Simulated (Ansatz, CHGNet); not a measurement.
For rock-salt RbCl, the machine-learned potential CHGNet 0.3.0 (trained on PBE and PBE+U data) gives:

lattice parameter a: 6.688 Å
elastic constant C11: 29.1 GPa
elastic constant C44: 2.53 GPa
polycrystal shear modulus: 4.65 GPa

Task: What does PBE0 (Ansatz, a first-principles code, plane waves, PAW) give for the same quantities?

Result: 
- lattice constant a: 6.655 Å (falls by 0.5 %)
- elastic constant C11: 34.1 GPa (rises by 17 %)
- elastic constant C44: 5.35 GPa (rises by 110 %)
- Voigt–Reuss–Hill shear modulus: 8.03 GPa (goes up by 73 %)

For comparison: lattice constant a 6.532 Å (measured, low temperature, zero-point motion not removed; as tabulated in Doll and Stoll (1998), arXiv:cond-mat/9801031).

Changes are worked out from the printed values.

Unless a cell is named, each level is at its own relaxed cell (CHGNet 0.3.0 37.40, PBE0 36.85 Å³/atom).

Ansatz's density-functional and Hartree–Fock values are scalar-relativistic unless marked +SOC, with PAW data made under PBE.
